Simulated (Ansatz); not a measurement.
# CH6AlO+: functionals against CCSD(T) at one geometry

An exercise on one series of results from a longer session: the logs are not shown, and one member is left open.

The runs use Ansatz 0.2.0, Gaussian basis; single points in def2-TZVPP.

Correlated methods freeze the cores.

1 further run of the same task is left out (it didn't finish).

### Where the work starts

SMILES `[OH2+][CH2][AlH2]`, 9 atoms, charge 1, spin multiplicity 1.

Atoms are counted from 1 here; the program's logs count them from 0.

Bond lengths: O1–C2 1.452 Å, O1–H4 0.974 Å, O1–H5 0.978 Å, C2–Al3 1.948 Å, C2–H6 1.061 Å, C2–H7 1.116 Å, Al3–H8 1.571 Å, Al3–H9 1.626 Å. Angles: C2–O1–H4 121.3°, C2–O1–H5 110.9°, H4–O1–H5 113.3°, O1–C2–Al3 112.1°, O1–C2–H6 107.7°, O1–C2–H7 104.4°, Al3–C2–H6 113.2°, Al3–C2–H7 112.4°, H6–C2–H7 106.4°, C2–Al3–H8 122.2°, C2–Al3–H9 107.0°, H8–Al3–H9 129.4°.

As a file:

```xyz
9
charge 1, multiplicity 1
O     0.1314    0.2441   -1.3884
C     0.6673    0.4051   -0.0481
Al   -0.2582   -0.7140    1.2503
H     0.1598    0.9722   -2.0351
H    -0.7290   -0.2196   -1.3660
H     0.6340    1.4387    0.1906
H     1.7464    0.1388   -0.1463
H     0.1368   -0.7354    2.7711
H    -1.6032   -1.2709    0.5265
```

The first run:

Contents of run/in.yaml:

```yaml
crystal:
  periodic: [false, false, false]
  atoms:
    - {symbol: O, position_ang: [0.131441, 0.244071, -1.388402]}
    - {symbol: C, position_ang: [0.667258, 0.405092, -0.048115]}
    - {symbol: Al, position_ang: [-0.258233, -0.714022, 1.250322]}
    - {symbol: H, position_ang: [0.159818, 0.972212, -2.035058]}
    - {symbol: H, position_ang: [-0.729024, -0.219573, -1.365956]}
    - {symbol: H, position_ang: [0.634036, 1.438734, 0.190608]}
    - {symbol: H, position_ang: [1.746371, 0.138772, -0.146336]}
    - {symbol: H, position_ang: [0.136829, -0.735389, 2.771089]}
    - {symbol: H, position_ang: [-1.603233, -1.270908, 0.526523]}
basis:
  gaussian: {orbitals: def2-TZVPP}
total_charge: 1
hamiltonian: {xc: pbe, dispersion: d4}
output: {forces: true}
```

The run is started by

```bash
$ ansatz run in.yaml --threads 2 --pin off --events-out ev --progress --plain --max-ram 3481MiB
```

Among the steps run: PBE-D4/def2-TZVPP; r2SCAN-D4/def2-TZVPP; PBE0-D4/def2-TZVPP; wB97M-V/def2-TZVPP; CCSD(T)/def2-TZVPP.

One table of the session follows, with a row left open; its other results are not shown here.

| method | RMS force component (eV/Å) | angle to CCSD(T) forces (°) |
| --- | --- | --- |
| PBE-D4 | ? | ? |
| r2SCAN-D4 | 0.677 | 5.6 |
| PBE0-D4 | 0.646 | 7.4 |
| wB97M-V | 0.705 | 4.4 |
| CCSD(T) | 0.729 | reference |

**Question.** Estimate the row for PBE-D4.

The run gave: RMS force component (eV/Å): 0.642; angle to CCSD(T) forces (°): 18.0. In the column «RMS force component (eV/Å)» it is the lowest.

Limits of these values: The reference is not at the basis limit: in triple zeta CCSD(T) underbinds, which counts against methods that bind more; the gaps are no ranking.
